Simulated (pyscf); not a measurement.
H₂B–CH₃ + HF → H₂B–F + CH₄, a four-centre exchange (singlet surface; B–C, F–H broken, B–F, C–H formed). Optimised with ωB97X-D3(BJ)/def2-SVP in PySCF. Correlated levels are frozen-core, on RHF or UHF. ΔMP2 is the change of the MP2 total energy from the triple- to the quadruple-zeta basis. Energies in eV from the separated reactants.

Small-basis levels: PySCF, no dispersion term, spherical d functions. AM1 to PM7: differences of heats of formation from MOPAC. Cost: rough CPU time at the saddle relative to B3LYP/6-31G*, from one job on a shared machine.

```tsv
level	barrier	reaction energy	cost
HF/STO-3G	1.09	-2.49	0.04
HF/3-21G	0.77	-2.31	0.06
HF/6-31G*	1.32	-1.99	0.08
BP86/6-31G*	-0.07	-2.11	1
PBE/6-31G*	-0.19	-2.11	1
B3LYP/STO-3G	-0.77	-3.28	0.5
B3LYP/LANL2DZ	0.71	-1.49	0.8
B3LYP/6-311+G**	0.83	-1.45	2
B3LYP/def2-SVP	0.31	-1.90	1
AM1	2.54	-1.32	under 0.02
PM3	0.80	-1.52	under 0.02
PM7	1.50	-1.28	under 0.02
CCSD(T)/def2-TZVPP + ΔMP2(QZVPP)	0.75	-1.49	–
```

Against the last row the barrier runs from -1.51 (B3LYP/STO-3G) to +1.79 eV (AM1); HF/3-21G happens to lie closest here (0.03 eV apart). At BP86/6-31G*, PBE/6-31G*, B3LYP/STO-3G this geometry lies under one side, so the entry may be no barrier of that level: it is a single point on another level's saddle. CCSD(T)/def2-TZVPP + ΔMP2(QZVPP) has limits of its own. This is the saddle that the search found; another between the same sides may lie lower. The CCSD(T) − MP2 part came from Ansatz, without density fitting, on the same reference.
